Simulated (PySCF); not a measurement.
Molecule: SMILES C=CP(C)C, C4H9P.

Geometry (Å), atoms numbered from 1 in this order:
```xyz
14

C     2.117   -0.564   -0.076
C     0.994   -0.934    0.549
P    -0.438    0.106    0.971
C    -0.210    1.537   -0.170
C    -1.761   -0.828    0.072
H     2.949   -1.262   -0.207
H     2.261    0.444   -0.474
H     0.924   -1.959    0.938
H     0.620    2.168    0.183
H    -1.123    2.151   -0.148
H    -0.010    1.225   -1.208
H    -1.530   -0.967   -0.996
H    -1.890   -1.816    0.539
H    -2.714   -0.287    0.170
```

Geometry PBE0-D3(BJ)/def2-SVP throughout; GIAO in PySCF, gas phase, one conformer, non-relativistic; equivalent atoms averaged; basis pcSseg-1.

Q: How do the absolute shieldings σ depend on the functional? (ppm; last column core-seconds on 1 thread of an Intel Xeon Platinum 8488C, shared host; the GGAs took longer than the global hybrids here, which isn't the general rule, and the cause wasn't traced)

A: 
```
functional           kind    C2    C1  C4/C5     P3     H8     H6     H7  H9/H10/H11/H12/H13/H14  core-s
        HF   Hartree–Fock  39.3  62.7  177.8  420.8  25.43  25.91  26.24                   30.68     5.6
       LDA            LDA  20.2  53.0  166.0  339.9  24.12  25.01  25.43                   29.81      13
       PBE            GGA  28.0  57.7  165.1  352.8  24.68  25.46  25.88                   30.17      18
      BLYP            GGA  21.7  53.8  159.5  329.7  24.95  25.76  26.16                   30.33      17
      BP86            GGA  27.8  57.4  164.8  349.5  24.77  25.55  25.95                   30.22      18
      OPBE            GGA  42.1  66.7  171.2  385.1  24.74  25.40  25.84                   30.18      17
       KT2            GGA  40.8  68.3  168.8  382.6  24.89  25.59  26.03                   30.16      18
       KT3            GGA  42.8  68.9  167.7  381.5  25.10  25.75  26.19                   30.30      18
     B97-D            GGA  32.2  61.1  163.7  353.6  25.03  25.78  26.18                   30.35      16
     B3LYP  global hybrid  24.5  54.5  164.1  349.6  24.99  25.72  26.10                   30.36      11
      PBE0  global hybrid  31.4  58.6  170.3  376.2  24.78  25.47  25.86                   30.24      11
  mPW1PW91  global hybrid  30.7  57.6  169.4  372.7  24.87  25.53  25.93                   30.29      13
```

Q: Which nucleus moves most, in ppm?

A: P3 (phosphorus bonded to 3 C): from 329.7 ppm with BLYP to 420.8 ppm with HF. The smallest spread is 0.82 ppm, at H7. Proton shifts span only some 12 ppm, so a few tenths of a ppm matter as much there as several ppm in carbon.
